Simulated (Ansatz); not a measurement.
Reaction (isomerisation): `O=S1CC1` → `O=CCS`

Program: Ansatz. Geometries: PBE0-D4/def2-TZVP. ΔE: electronic, gas phase. CCSD(T)/CBS adds triple-zeta CCSD(T) − MP2 to the extrapolated MP2 energy (def2 sets, frozen cores). This one scheme is used for every species. Functionals use def2-TZVPP. Each species was taken in one conformer, which may not be the lowest.

`O=S1CC1`:

Z-matrix (Å, degrees):
```
C
S 1 1.814
C 1 1.488 2 65.8
H 1 1.084 2 116.3 3 -112.2
H 1 1.084 2 111.8 3 111.8
O 2 1.475 1 111.2 3 -100.0
H 3 1.084 1 117.8 2 102.9
H 3 1.084 1 119.4 2 -107.7
```

`O=CCS`:

Z-matrix (Å, degrees):
```
C
C 1 1.501
S 1 1.800 2 114.6
H 1 1.096 2 107.1 3 -123.3
H 1 1.096 2 106.9 3 123.3
O 2 1.198 1 125.6 3 -0.7
H 2 1.110 1 113.6 3 179.4
H 3 1.347 1 93.7 2 1.0
```

Task: Is it downhill or uphill in electronic energy at CCSD(T)/CBS, and by how much? (Best estimate.)

Result: The calculation gave: Downhill: ΔE = -23.3 kcal/mol.

Task: What do these levels give: B97M-V, CAM-B3LYP-D4, ωB97X-V, B2PLYP, PBE, LC-ωPBE, HF/def2-TZVPP, MP2/def2-TZVPP, CCSD/def2-TZVPP, HF/CBS(def2), MP2/CBS(def2), CCSD/CBS(def2)? (Best estimate.)

Result: Ansatz gave: B97M-V -20.9, CAM-B3LYP-D4 -25.7, ωB97X-V -24.0, B2PLYP -24.3, PBE -18.7, LC-ωPBE -21.8, HF/def2-TZVPP -35.7, MP2/def2-TZVPP -22.6, CCSD/def2-TZVPP -28.4, HF/CBS(def2) -34.6, MP2/CBS(def2) -19.3, CCSD/CBS(def2) -25.1 kcal/mol.

Largest T1 diagnostic among the species: 0.017.

In def2-TZVPP, CCSD(T) changes the Hartree–Fock value by +9.2 kcal/mol (the triples alone add +1.8 kcal/mol) and MP2 by +13.1 kcal/mol. From BLYP to BHLYP (50 % exact exchange), in def2-TZVPP and without D4, ΔE moves by −4.0 kcal/mol.
